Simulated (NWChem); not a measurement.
# Basis-set convergence for methylamine (CH₅N)

SMILES: CN
```xyz
7

C     -0.0879     0.6951     0.0000
N      0.1985    -0.7322     0.0000
H      0.3721     1.1679    -0.8835
H      0.3721     1.1679     0.8835
H     -1.1629     0.9798     0.0000
H     -0.2216    -1.1804    -0.8146
H     -0.2216    -1.1804     0.8146
```
Charge 0, spin multiplicity 1.

Program: NWChem. The geometry was optimised at B3LYP/def2-SVP, a minimum by its harmonic frequencies.

Quantity: vertical ionisation energy at the level ΔPBE (Δ: difference of total energies, the cation a doublet at the parent's geometry with its hole in an orbital of symmetry a' (Cs labels); it is the state that the SCF runs reached, from PBE0 orbitals for Hartree-Fock references, and need not be the lowest).

The Pople sets run with spherical d functions. The stability of the SCF solutions was not checked.

```csv
basis,functions,vertical ionisation energy (eV)
3-21G,28,___
6-31+G*,46,9.47
def2-SVP,53,___
pcseg-1,53,9.44
6-311G**,66,___
def2-TZVPD,119,9.51
pcseg-2,130,9.50
cc-pVTZ,130,9.43
def2-TZVPP,132,9.48
cc-pVQZ,260,9.49
```

Fill in the missing entries.


- 3-21G, vertical ionisation energy (eV): 8.91
- def2-SVP, vertical ionisation energy (eV): 9.29
- 6-311G**, vertical ionisation energy (eV): 9.37
